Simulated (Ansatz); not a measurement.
**CHAl (triplet): wB97X-V, wB97M-V over a scan of the distance Al1–H3, 6-31G**

How well do these functionals follow the top wave-function level for CHAl (triplet) over a scan of the distance Al1–H3?

Program: Ansatz 0.2.0, Gaussian basis. Level of theory: 6-31G, all electrons in the functionals. These are calculated values, not measurements.

Plan: wB97X-V, wB97M-V, at 1.296 Å; 1.450 Å; 1.601 Å; 1.762 Å; 1.926 Å; 2.253 Å; 2.503 Å; 2.890 Å; 3.473 Å; 4.272 Å; 5.452 Å.

16 further runs of the same task are left out: 1 for a known fault of the program, 14 that didn't finish, 1 set aside as unsound or not needed.

## Step 1: What is computed

The geometry derives from a PBE0/def2-TZVP stationary point (not a proven minimum). One bond is set to the value named and the two fragments are kept rigid.

3 atoms, charge 0, spin multiplicity 3.

Atoms are counted from 1 here; the program's logs count them from 0.

Bond lengths: Al1–C2 1.916 Å, Al1–H3 1.601 Å. Angles: C2–Al1–H3 180.0°.

No dispersion term is added; wB97X-V, wB97M-V hold VV10 nonlocal correlation.

The geometry shown and the zero of energy belong to the point 1.601 Å. The yardstick, FCI, and other wave-function levels (R restricted, U unrestricted, valence and pair active spaces) come from earlier runs.

## Step 2: wB97X-V, 1.296 Å

in.yaml

```yaml
crystal:
  periodic: [false, false, false]
  atoms:
    - {symbol: Al, position_ang: [0.000000, 0.000000, 0.206733]}
    - {symbol: C, position_ang: [0.000000, 0.000000, -1.709467]}
    - {symbol: H, position_ang: [0.000000, 0.000000, 1.502733]}
basis:
  gaussian: {orbitals: 6-31G}
magnetization: {spin_polarized: true, initial_magnetization: 2}
hamiltonian: {xc: {name: wB97X-V}}
```

Command:

```sh
$ ansatz run in.yaml --threads 1 --pin off --events-out ev --progress --plain --max-ram 2393MiB
```

Further steps of the session: wB97X-V, 1.450 Å; wB97X-V, 1.601 Å; wB97X-V, 1.762 Å; wB97X-V, 1.926 Å; wB97X-V, 2.253 Å; wB97X-V, 2.503 Å; wB97X-V, 2.890 Å; wB97X-V, 3.473 Å; wB97X-V, 4.272 Å; wB97X-V, 5.452 Å; wB97M-V, 1.296 Å; wB97M-V, 1.450 Å; wB97M-V, 1.601 Å; wB97M-V, 1.762 Å; wB97M-V, 1.926 Å; wB97M-V, 2.253 Å; wB97M-V, 2.503 Å; wB97M-V, 2.890 Å; wB97M-V, 3.473 Å; wB97M-V, 4.272 Å; wB97M-V, 5.452 Å.

**Question.** What will the summary of the whole plan be? Wanted: span of the FCI curve; largest miss, wB97X-V; largest miss, wB97M-V.

**Answer**, as computed:

| quantity | value |
| --- | --- |
| span of the FCI curve | 1.252 eV |
| largest miss, wB97X-V | +0.675 eV (5.452 Å) |
| largest miss, wB97M-V | +0.671 eV (5.452 Å) |

Of the functionals, wB97M-V keep the smallest largest miss at the points compared (at most 0.671 eV) and wB97X-V strays most (0.675 eV, at 5.452 Å). wB97X-V, wB97M-V clearly break the spin symmetry at some points (⟨S²⟩ up to 1.00 above the pure value), so energy there is bought with a mixed spin. Functionals and the yardstick converge differently with the basis, so part of each miss in 6-31G is the basis.
